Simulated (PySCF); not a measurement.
Converging CCl⁻ in the basis (PBE0)

PySCF, UKS reference; triplet, unpaired electrons π ↑↑; De to C + Cl⁻ without counterpoise correction.

```tsv
basis	relativity	functions	Re (Å)	ωe (cm⁻¹)	De (eV)	μ (D)
aug-pcseg-1	no relativity	50	1.881	503	1.93	3.68
aug-cc-pVDZ/aug-cc-pV(D+d)Z	no relativity	55	1.855	520	2.01	3.81
def2-TZVPPD	no relativity	88	1.848	516	2.02	3.59
```

(1) How does each smaller set differ from the one with most functions, def2-TZVPPD?

A positive dipole points towards Cl; it is taken about the centre of mass and depends on that origin. For an ion De counts to the pair picked by the measured ionisation energies or electron affinities, which need not be the lowest pair at this level. The highest Kohn–Sham level is positive in some of these anions. Much of that is self-interaction error, but it also means that the finite basis helps to hold the extra electron. The state was picked by a PBE0 search and need not be the measured ground state.

Answers

(1) aug-pcseg-1: +3.3 pm, -2.5 % in ωe, -0.09 eV in De; aug-cc-pVDZ/aug-cc-pV(D+d)Z: +0.7 pm, +0.8 % in ωe, -0.01 eV in De. All at PBE0; the set with most functions is neither the basis-set limit nor always the best.
